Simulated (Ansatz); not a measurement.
Born–Oppenheimer molecular dynamics of AlH4N (6 atoms, charge 0, multiplicity 1). It starts from a relaxed structure.

Level of theory: Ansatz 0.2.0, RKS PBE/cc-pVDZ.

```yaml
ensemble: NVE (velocity Verlet)
time_step: 0.5 fs
steps_asked: 166
starting_velocities_drawn_for: 1000 K
masses: H 2.014 u
seed: 385552
```

First frame:

```xyz
6
Properties=species:S:1:pos:R:3
Al -0.021 0.000 -0.012
H -0.068 -0.425 1.531
H 1.292 0.425 -0.824
N -1.579 0.000 -0.911
H -2.489 -0.250 -0.516
H -1.691 0.250 -1.898
```

(1) How far do the bonds stretch over the last three quarters of this one trajectory? (Pairs bonded in most of those frames.)

Answers

(1) 
| bond | mean (Å) | spread (Å) | shortest | longest |
| --- | --- | --- | --- | --- |
| Al1–H2 | 1.624 | 0.084 | 1.49 | 1.74 |
| Al1–H3 | 1.612 | 0.085 | 1.49 | 1.74 |
| Al1–N4 | 1.805 | 0.024 | 1.77 | 1.84 |
| N4–H5 | 1.028 | 0.012 | 1.00 | 1.05 |
| N4–H6 | 1.029 | 0.026 | 0.99 | 1.07 |

Mean temperature of the second half: 524 K. The conserved energy stayed within 0.19 meV per atom of its start (net change 0.13 meV per atom), so the integration is sound. Over the second half the temperature averaged 0.52 of the 1000 K drawn at the start: a run that starts near a minimum puts about half its kinetic energy into the potential. A run of 0.083 ps of so small a system gives no equilibrium averages.

Time of the run: 2.9 min on 1 thread of AMD EPYC 7R43 64-Core Processor (Zen 3), with other jobs on the host, peak memory 0.1 GiB.
